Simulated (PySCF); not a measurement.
# Frontier orbitals and the lowest excitations

Compound: C2HF2P.
Numbering: `[F:1][CH:2]([F:3])[C:4]#[P:5]` (hydrogens: H6 on C2)

Structure used (GFN2-xTB), in Å, numbered top down from 1:
```xyz
6
C2HF2P angstrom
F     -1.023    1.134   -0.467
C     -0.499   -0.001    0.073
F     -1.040   -1.036   -0.630
C      0.947   -0.008    0.005
P      2.492   -0.011   -0.114
H     -0.873   -0.077    1.111
```

Theory: PySCF 2.14.0, density-fitted response routines, TDDFT CAM-B3LYP/def2-SVPD, vertical, gas phase, core orbitals frozen in the response.

Kohn–Sham orbitals with the atoms that hold most of them (Löwdin shares over 4%, at most four atoms; ? is withheld):

```csv
orbital,ε (eV),atoms
HOMO-3,-12.75,"P5 35%, F3 18%, F1 18%, C4 10%"
HOMO-2,-11.75,"P5 38%, C4 16%, F3 14%, F1 14%"
HOMO-1,-9.90,?
HOMO,?,?
LUMO,-1.05,"P5 52%, C4 35%, C2 5%"
LUMO+1,-0.91,"P5 52%, C4 34%, C2 7%"
LUMO+2,1.33,"C4 27%, P5 26%, C2 24%, H6 12%"
```

Problem. Give the leading atoms of the HOMO.

Solution. C4 (bonded to C and P) 46%; P5 (bonded to C) 41%; C2 (bonded to C, 2 F and H) 7%. By element: carbon 54%, phosphorus 41%.

Problem. Which atoms hold the HOMO-1, and with what shares?

Solution. C4 (bonded to C and P) 48%; P5 (bonded to C) 40%; C2 (bonded to C, 2 F and H) 4%. By element: carbon 52%, phosphorus 40%.

Problem. What is the HOMO energy, and the HOMO–LUMO gap?

Solution. ε(HOMO) = -9.81 eV; the gap is 8.76 eV (0.3219 hartree).

Problem. The HOMO–LUMO gap is 8.76 eV. Where does the response calculation put the lowest singlet, and from which orbitals?

Solution. S1 is at 4.15 eV (f = 0.0001), 4.60 eV below the gap, made of HOMO→LUMO (76%), HOMO-1→LUMO+1 (23%). Without the coupling terms of the response equations the lowest excitation would equal the gap.

Problem. Give energy, strength and leading configuration of S1, S3, S4 and S5, and follow the Löwdin shares of the leading atoms from the occupied to the empty orbital.

Solution. 
- S1 (4.15 eV, f 0.0001), HOMO→LUMO (76%): C4 46% → 35%, P5 41% → 52%
- S3 (4.58 eV, f 0.0002), HOMO-1→LUMO+1 (76%): C4 48% → 34%, P5 40% → 52%
- S4 (6.92 eV, f 0.019), HOMO-2→LUMO (95%): P5 38% → 52%, C4 16% → 35%
- S5 (7.09 eV, f 0.055), HOMO-2→LUMO+1 (88%): P5 38% → 52%, C4 16% → 34%
